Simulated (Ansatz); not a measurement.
CH₂, triplet in 6-31G: errors against full CI

Geometry: MP2(full)/6-31G*, from the G2/97 set.

```yaml
atoms:
  - { symbol: C, position_ang: [0.0000, 0.0000, 0.0635] }
  - { symbol: H, position_ang: [0.0000, 0.9826, -0.3781] }
  - { symbol: H, position_ang: [0.0000, -0.9826, -0.3781] }
```

Basis 6-31G; Ansatz 0.2.0. Only valence electrons are correlated (noble-gas cores frozen), which leaves 6 electrons in 12 orbitals. Prefix R: restricted or restricted open-shell reference; prefix U: unrestricted. Active spaces: valence = (6e, 6o) chosen from the atoms' valence shells.

Full CI is exact within this basis and frozen core; it isn't the basis-set limit. The frozen core follows each run's orbitals, which can shift R against U totals by a few meV.

For open shells CISD and CISDTQ are restricted-active-space CI with the open shells as a complete middle space.

* UHF ⟨S²⟩: 2.017
* T1 diagnostic (RCCSD): 0.0208
* largest doubles amplitude (RCCSD): 0.044
* T1 diagnostic (UCCSD): 0.0061

```
                            level  E − E(full CI) (mEh)  share of correlation (%)  wall time
                              RHF                 72.92                      0.00          –
                              UHF                 68.43                      6.15          –
                             RMP2                 17.37                     76.18          –
                             UMP2                 15.88                     78.22          –
                             CISD                  2.25                     96.91     0.15 s
                            RCCSD                  0.84                     98.84          –
                            UCCSD                  0.82                     98.87          –
                         RCCSD(T)                  0.24                     99.67     0.21 s
                         UCCSD(T)                  0.22                     99.69     0.21 s
                          BCCD(T)                  0.25                     99.66     0.27 s
                           RCCSDT                  0.06                     99.92          –
                           UCCSDT                  0.04                     99.95          –
                           CISDTQ                  0.02                     99.98     0.36 s
                        RCCSDT(Q)                  0.01                     99.99      1.4 s
                        UCCSDT(Q)                 -0.02                    100.03      1.3 s
                          RCCSDTQ                  0.00                    100.00      5.5 s
                          UCCSDTQ                 -0.03                    100.04      5.5 s
           CASSCF (valence space)                 32.46                     55.48          –
           NEVPT2 (valence space)                  7.92                     89.14     0.12 s
           MRCISD (valence space)                  0.68                     99.06          –
         MRCISD+Q (valence space)                  0.19                     99.74     0.39 s
MRCISD+Q(relaxed) (valence space)                 -0.05                    100.06     0.48 s
```

The correlation energy at full CI, counted from RHF, is -1.984 eV. That run took 0.36 s on 1 thread of AMD EPYC 7R13, shared host over 11,736 determinants.

Times hold each run's SCF and search for its determinant on a shared host, so for small cases they say little of a method's own cost; they ran on 1 thread of AMD EPYC 7R13.

The full-CI state has the irrep B1 of C2v, in the program's axes.

Natural occupations of full CI about the gap: 1.973 1.968 0.995 0.994 0.027 0.022 0.007 0.006 0.004 0.004; effectively unpaired electrons, Σ n²(2−n)², 2.01.

Atomization energy (electronic, same basis, no zero-point term; atoms at the same level, unrestricted beside the R rows where the molecule is a closed shell, with restricted open-shell steps beyond CCSDT(Q)) at full CI: 704.5 kJ/mol. Errors of other levels:

```csv
level,error (kJ/mol)
RHF,-90.6
UHF,-81.4
RMP2,-8.0
UMP2,-4.8
CISD,-4.3
RCCSD,-1.0
UCCSD,-1.0
RCCSD(T),-0.3
UCCSD(T),-0.3
BCCD(T),-0.3
RCCSDT,-0.2
UCCSDT,-0.2
CISDTQ,0.0
RCCSDT(Q),0.0
UCCSDT(Q),0.0
RCCSDTQ,0.0
UCCSDTQ,0.0
CASSCF (valence space),-33.4
NEVPT2 (valence space),-1.2
MRCISD (valence space),-1.5
MRCISD+Q (valence space),-0.8
MRCISD+Q(relaxed) (valence space),-0.2
```

This basis is far from its limit, so the value isn't to be set against a measured one. Truncated CI isn't size-consistent, which counts against it in atomization.
